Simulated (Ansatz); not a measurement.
# BO (sextet): the correlation ladder, def2-QZVPP

An exercise on one series of results from a longer session: the logs are not shown, and one member is left open.

Program: Ansatz 0.2.0, Gaussian basis. Level of theory: def2-QZVPP, core rule «outside noble gas», up to 2 orbitals frozen. These are calculated values, not measurements.

To be run: UHF; ROHF; CCSD(T) on UHF.

### The geometry

The geometry is a PBE0/def2-TZVP stationary point (not a proven minimum) of the parent state, kept for this charge and spin.

2 atoms, charge 0, spin multiplicity 6.

Atoms are counted from 1 here; the program's logs count them from 0.

Bond lengths: B1–O2 1.403 Å.

Set-up of the first run:

Contents of in.yaml:

```yaml
crystal:
  periodic: [false, false, false]
  atoms:
    - {symbol: B, position_ang: [0.000000, 0.000000, 0.000000]}
    - {symbol: O, position_ang: [0.000000, 0.000000, 1.403204]}
basis:
  gaussian: {orbitals: "def2-QZVPP.json"}
magnetization: {spin_polarized: true, initial_magnetization: 5}
hamiltonian: {xc: hf}
output: {orbitals: {seedname: orbitals}}
```

Launch:

```sh
> ansatz run in.yaml --threads 1 --pin off --events-out ev --progress --plain --max-ram 2393MiB
```

Among the steps run: UHF; ROHF; CCSD(T) on UHF.

One table of the session follows, with a row left open; its other results are not shown here.

| method | from UCCSD(T) (kcal/mol) |
| --- | --- |
| ROHF | ? |
| UHF | +131.63 |
| UMP2 | +16.74 |
| UCCSD | +3.11 |
| UCCSD(T) | 0 |

Estimate the missing values for ROHF.

As computed: from UCCSD(T) (kcal/mol): +136.30. In the column «from UCCSD(T) (kcal/mol)» it is the highest.
